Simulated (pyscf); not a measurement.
Structures and frequencies: ωB97X-D3(BJ)/def2-SVP in PySCF. MP2 and CC: frozen core, UHF for open shells. ΔMP2 is the change of the MP2 total energy from the triple- to the quadruple-zeta basis.

SMILES: C(#C)CO
```xyz
8

C     -1.9853    -0.1787    -2.1340
C     -1.1367     0.3271    -1.4370
C     -0.0988     0.9848    -0.6178
O     -0.4316     2.3001    -0.2447
H     -2.7432    -0.6377    -2.7449
H      0.8621     0.9366    -1.1674
H      0.0393     0.4139     0.3138
H     -0.6259     2.7948    -1.0494
```

**Question.** What is the homolytic dissociation enthalpy (298 K, CCSD(T)/def2-TZVPP + ΔMP2(QZVPP)) of the C–C bond of HC≡C–CH₂–OH (SMILES C#CCO), to •C≡CH + •H₂C–OH?

**Answer.** C–C to •C≡CH + •H₂C–OH: 5.22 eV. The radicals are drawn with the spin at the cut bond; how far it spreads was not checked. HC≡C–CH₂–OH lies 1.35 eV over its isomer H₃C–CH=C=O (electronic energy, ωB97M-D3(BJ)/def2-TZVP). Other isomers of •H₂C–OH were not searched in full and may lie lower. The CCSD(T) − MP2 part came from Ansatz, without density fitting, on the same reference. An open-shell T1 diagnostic exceeds 0.045. A UHF reference is spin-contaminated (<S²> up to 1.15), which harms MP2 most. C₂H has a Π state close over its Σ ground state, and the state reached was not checked.
